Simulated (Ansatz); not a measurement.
System: TlCuCl3 (P2₁/c, No. 14; cell taken from a computed entry). Method: r²SCAN in Ansatz (PAW).

Settings: plane-wave cutoff 560 eV, 14×4×6 k mesh (along the axes of the cell as run), Fermi–Dirac smearing 0.05 eV, spin-polarised start, scalar-relativistic PAW data made under PBE.

Cell (relaxed with PBEsol):

```yaml
crystal:
  lattice:
    - [3.96158, 0.00000, 0.01054]
    - [0.00000, 13.81605, 0.00000]
    - [-0.99833, 0.00000, 8.73882]
  atoms:
    - { symbol: Tl, position: [0.78979, 0.83255, 0.54658] }
    - { symbol: Tl, position: [0.21021, 0.16745, 0.45342] }
    - { symbol: Tl, position: [0.21021, 0.33255, 0.95342] }
    - { symbol: Tl, position: [0.78979, 0.66745, 0.04658] }
    - { symbol: Cu, position: [0.23240, 0.95270, 0.15596] }
    - { symbol: Cu, position: [0.76760, 0.04730, 0.84404] }
    - { symbol: Cu, position: [0.76760, 0.45270, 0.34404] }
    - { symbol: Cu, position: [0.23240, 0.54730, 0.65596] }
    - { symbol: Cl, position: [0.26681, 0.80621, 0.26515] }
    - { symbol: Cl, position: [0.73319, 0.19379, 0.73485] }
    - { symbol: Cl, position: [0.73319, 0.30621, 0.23485] }
    - { symbol: Cl, position: [0.26681, 0.69379, 0.76515] }
    - { symbol: Cl, position: [0.67168, 0.01064, 0.31800] }
    - { symbol: Cl, position: [0.32832, 0.98936, 0.68200] }
    - { symbol: Cl, position: [0.32832, 0.51064, 0.18200] }
    - { symbol: Cl, position: [0.67168, 0.48936, 0.81800] }
    - { symbol: Cl, position: [0.81948, 0.90243, 0.96882] }
    - { symbol: Cl, position: [0.18052, 0.09757, 0.03118] }
    - { symbol: Cl, position: [0.18052, 0.40243, 0.53118] }
    - { symbol: Cl, position: [0.81948, 0.59757, 0.46882] }
```

Q: Estimate the band gap and direct gap at Γ that the calculation returns.

A: 
- band gap = 0.75 eV (on the SCF k mesh)
- direct gap at Γ = 0.85 eV

Note: the magnetic order was assumed, not searched for or taken from measurement; cell and atoms aren't relaxed at this level (largest force component 0.19 eV/Å, pressure 1.7 GPa).

Spin–orbit coupling is not included; with these elements it can move the gap by several tenths of an eV or more.

Cost on a shared machine: around 30 core-minutes (rough).

Ansatz is a program for electronic structure.
